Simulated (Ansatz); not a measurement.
Results of r²SCAN-D4 (Ansatz, a program for electronic structure, plane waves, PAW) for tetradymite Bi₂Te₃.

Numerical settings: plane-wave cutoff 560 eV, 10×10×10 k mesh, Fermi–Dirac smearing 0.01 eV, scalar-relativistic PAW data made under PBE.

Energies at three volumes about the minimum:

```csv
V (Å³/atom),E − E_lowest (meV/atom)
34.642,1.23
35.349,0.00
36.056,0.94
```

Problem. Fit a parabola by hand: where is the minimum, and what is the bulk modulus?

Solution. Slopes: (0.00 − 1.23)/(35.349 − 34.642) = -1.740 and (0.94 − 0.00)/(36.056 − 35.349) = 1.330 meV/Å³. Curvature E″ = 2 × (1.330 − (-1.740))/(36.056 − 34.642) = 4.342 meV/Å⁶. From the middle of the first interval, the slope vanishes at V0 = 34.9955 − (-1.740)/4.342 = 35.396 Å³/atom. B = V0 E″ = 35.396 × 4.342 meV/Å³ × 0.1602 GPa per meV/Å³ = 24.6 GPa. The full Birch–Murnaghan fit to all volumes gives V0 = 35.366 Å³/atom and B0 = 24.2 GPa.

Shape and atoms are relaxed at each volume.

Measured, for comparison: bulk modulus 37 GPa (temperature not stated, not corrected to a static lattice, our sources range from 32.5 to 39.5; as tabulated in Toher et al. (2017), arXiv:1611.05714). Computed (rounded) less measured: bulk modulus not scored (sources differ).

Note: the bulk modulus comes from volumes at which shape and atoms were relaxed.
